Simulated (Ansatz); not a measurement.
Geometry optimisation, RKS PBE-D4/6-31G in Ansatz.

Input file:

```yaml
crystal:
  periodic: [false, false, false]
  atoms:
    - { symbol: C, position_ang: [0.8997, -1.0096, 1.5921] }
    - { symbol: "N", position_ang: [1.0799, -0.1086, 0.4465] }
    - { symbol: C, position_ang: [0.0555, 0.2352, -0.4007] }
    - { symbol: "N", position_ang: [-1.0271, -0.1725, -0.6233] }
    - { symbol: C, position_ang: [-1.4411, 0.7571, -1.7068] }
    - { symbol: S, position_ang: [0.1628, 1.526, -1.5016] }
    - { symbol: H, position_ang: [1.8319, -1.2279, 2.0496] }
    - { symbol: H, position_ang: [0.3923, -1.8744, 1.2704] }
    - { symbol: H, position_ang: [0.2373, -0.441, 2.37] }
    - { symbol: H, position_ang: [1.8137, 0.5912, 0.5786] }
    - { symbol: H, position_ang: [-1.6461, 0.2677, -2.6236] }
    - { symbol: H, position_ang: [-2.2817, 1.4018, -1.4172] }
basis:
  gaussian: { orbitals: "6-31G" }
hamiltonian:
  xc: pbe
  dispersion: d4
relax:
  f_tol: 0.015
  max_steps: 40
```

Run as:

```bash
$ ansatz run input.yaml --threads 1 --pin off --max-ram 2048MiB --backend cpu --events-out ev --progress --plain --runs-dir out
```

Task: Where does it end, and by what steps?

Result: It converged. Limits of this set-up: no polarisation functions. After 19 steps the energy has fallen by 1.812 eV; H7 moved furthest, 0.39 Å. The start is strongly strained (largest force component 12 eV/Å).

| step | energy less start (eV) | largest force component (eV/Å) | accepted |
| --- | --- | --- | --- |
| 0 | 0.0000 | 11.746 | yes |
| 1 | -1.4723 | 2.521 | yes |
| 2 | -1.5812 | 2.187 | yes |
| 3 | -1.7522 | 1.100 | yes |
| 4 | -1.6960 | 1.547 | no |
| 5 | -1.7625 | 0.701 | yes |
| 6 | -1.8076 | 0.114 | yes |
| 7 | -1.8094 | 0.110 | yes |
| 8 | -1.8106 | 0.050 | yes |
| 9 | -1.8112 | 0.029 | yes |
| 10 | -1.8114 | 0.033 | yes |
| 11 | -1.8115 | 0.027 | yes |
| 12 | -1.8117 | 0.024 | yes |
| 13 | -1.8118 | 0.027 | yes |
| 14 | -1.8117 | 0.050 | no |
| 15 | -1.8119 | 0.020 | yes |
| 16 | -1.8120 | 0.016 | yes |
| 17 | -1.8120 | 0.020 | yes |
| 18 | -1.8120 | 0.017 | yes |
| 19 | -1.8120 | 0.007 | yes |

```xyz
12
Properties=species:S:1:pos:R:3
C 0.840 -0.965 1.589
N 1.067 0.083 0.591
C 0.120 0.382 -0.330
N -1.065 -0.172 -0.508
C -1.472 0.633 -1.673
S 0.233 1.680 -1.666
H 1.780 -1.505 1.787
H 0.097 -1.668 1.181
H 0.447 -0.557 2.538
H 1.908 0.649 0.636
H -1.556 0.078 -2.617
H -2.321 1.308 -1.495
```

Whether the end is a true minimum wasn't checked by a vibrational analysis.

Run time: 55 s on 1 thread of Intel(R) Xeon(R) 6975P-C (Granite Rapids), with other jobs on the host, peak memory 0.17 GiB.
